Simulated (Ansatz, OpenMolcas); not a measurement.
# How methods differ on PN (phosphorus nitride)

PN: 2 atoms, total charge 0, spin state singlet. SMILES: `N#P`. Geometry: the measured bond length.

```xyz
2

N     0.0000    0.0000    0.0000
P     0.0000    0.0000    1.4909
```

Quantity: the energy change with the N1–P2 bond stretched from 1.491 to 2.982 Å, in eV. The values are calculated.

```json
{"level": "HF/STO-3G (restricted)", "kind": "Hartree–Fock", "program": "Ansatz", "value (eV)": "11.66", "less FCI/STO-3G": "+6.87"}
{"level": "SVWN5/STO-3G (restricted)", "kind": "LDA", "program": "Ansatz", "value (eV)": "11.18", "less FCI/STO-3G": "+6.39"}
{"level": "BLYP/STO-3G (restricted)", "kind": "GGA", "program": "Ansatz", "value (eV)": "10.30", "less FCI/STO-3G": "+5.51"}
{"level": "r2SCAN/STO-3G (restricted)", "kind": "meta-GGA", "program": "Ansatz", "value (eV)": "11.60", "less FCI/STO-3G": "+6.81"}
{"level": "r2SCAN0/STO-3G (restricted)", "kind": "hybrid meta-GGA", "program": "Ansatz", "value (eV)": "12.87", "less FCI/STO-3G": "+8.08"}
{"level": "CAM-B3LYP/STO-3G (restricted)", "kind": "range-separated hybrid", "program": "Ansatz", "value (eV)": "12.63", "less FCI/STO-3G": "+7.84"}
{"level": "wB97X/STO-3G (restricted)", "kind": "range-separated hybrid", "program": "Ansatz", "value (eV)": "12.87", "less FCI/STO-3G": "+8.08"}
{"level": "B2PLYP/STO-3G (restricted)", "kind": "double hybrid", "program": "Ansatz", "value (eV)": "12.58", "less FCI/STO-3G": "+7.79"}
{"level": "RPA@PBE/STO-3G (restricted)", "kind": "RPA", "program": "Ansatz", "value (eV)": "7.73", "less FCI/STO-3G": "+2.94"}
{"level": "FCI/STO-3G", "kind": "exact in the basis", "program": "OpenMolcas", "value (eV)": "4.79", "less FCI/STO-3G": "0.00"}
```

FCI/STO-3G is exact within its basis and frozen core, so for wave-function methods in that basis the difference is their error; functionals converge differently with the basis, so for them it is only a difference. Spin-restricted single references rise too steeply as a bond breaks. The first shape isn't each level's own minimum. The values span 4.79 to 12.87 eV. All rows use very small basis sets, so even the best lies far from the true value.
